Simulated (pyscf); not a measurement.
## Four-centre exchange: disilane (H₃Si–SiH₃) + F–CH₂–F → F–CH₂–SiH₃ + F–SiH₃

Gas phase, singlet surface, charge 0. Bonds broken: Si1–Si2, C10–F11. Bonds formed: Si1–C10, Si2–F11. PySCF, gas phase, ωB97X-D3(BJ)/def2-SVP geometries.

Transition state (Å):

```xyz
13

Si    -1.4054    -0.8931     0.2216
Si    -0.9192     1.4203    -0.8614
H     -0.3220    -1.8391     0.6668
H     -1.9939    -1.4635    -1.0333
H     -2.4636    -0.9881     1.2909
H     -0.6415     2.8285    -1.3241
H     -0.0222     0.6132    -1.7452
H     -2.3770     1.2896    -1.1724
F      1.2662     0.2633     1.6902
C      0.0670     0.5768     2.0595
F     -0.3429     1.9496     0.7122
H     -0.5902    -0.2682     2.2894
H      0.0010     1.4701     2.6848
```

One imaginary mode, 652i cm⁻¹; descent along it reached the two sides named.

```tsv
bond	change	reactant side (Å)	saddle	product side
Si1–Si2	breaks	2.334	2.6	4.9
C10–F11	breaks	1.357	1.967	3.1
Si1–C10	forms	3.7	2.8	1.901
Si2–F11	forms	3.5	1.757	1.636
```

Electronic energies relative to the separated reactants (eV):

```
level                   barrier  reaction energy  reverse barrier
----------------------  -------  ---------------  ---------------
ωB97X-D3(BJ)/def2-TZVP     3.41            -1.38             4.80
PBE/def2-TZVP              2.68            -1.30             3.98
r²SCAN/def2-TZVP           2.84            -1.44             4.28
B3LYP-D3(BJ)/def2-TZVP     2.99            -1.51             4.50
PBE0-D3(BJ)/def2-TZVP      3.09            -1.33             4.41
M06-2X/def2-TZVP           3.32            -1.59             4.90
ωB97M-D3(BJ)/def2-TZVP     3.21            -1.57             4.78
HF/def2-TZVP               4.50            -1.59             6.09
```

With ωB97M-D3(BJ)/def2-TZVP energies and thermal terms (ideal gas, 1 atm, RRHO with modes under 100 cm⁻¹ raised to 100, one conformer, R ln 2 for chiral ones without a mode under 150 cm⁻¹), in eV:

| T (K) | ΔH‡ | ΔG‡ | ΔH | ΔG |
|---|---|---|---|---|
| 298 | 3.17 | 3.62 | -1.58 | -1.59 |
| 600 | 3.21 | 4.06 | -1.58 | -1.61 |
| 900 | 3.25 | 4.48 | -1.58 | -1.62 |
| 1200 | 3.28 | 4.89 | -1.57 | -1.64 |

From the product side, •H₂C–F + SiH₃• + F–SiH₃ lies, by one bond made or cut, 1.05 eV under this saddle at ωB97M-D3(BJ)/def2-TZVP. This is the saddle that the search found; another between the same sides may lie lower. One closed-shell reference is unstable to symmetry breaking; treat the single-reference values with care.
